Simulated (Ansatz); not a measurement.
Gas-phase reaction in SMILES: CC#[C] -> [CH]1C=C1

Wanted: isomerisation energy (electronic), in kcal/mol. Conventions: non-relativistic; 6-31G* and kin with 6d, 5d where marked; dispersion terms only where a functional's name holds one; no spin-orbit coupling; open shells spin-unrestricted. Ab initio and DFT rows: single points at B3LYP-D3(BJ) geometries (Ansatz, an electronic-structure program).

```csv
species,coefficient,"E at PBE/6-31G* (Ansatz), Eh","E at wB97X-V/def2-TZVPD (Ansatz), Eh"
[C]#CC,-1,-115.77297,-115.93434
[CH]1C=C1,+1,-115.79341,-115.95916
```

 1 Eh = 627.5095 kcal/mol.

Q: Compute it at each level from the table.

A: 
- PBE/6-31G*: the sum of coefficient times E is -0.02044 Eh, or -12.83 kcal/mol. Result: -12.8 kcal/mol.
- wB97X-V/def2-TZVPD: the sum of coefficient times E is -0.02482 Eh, or -15.57 kcal/mol. Result: -15.6 kcal/mol.
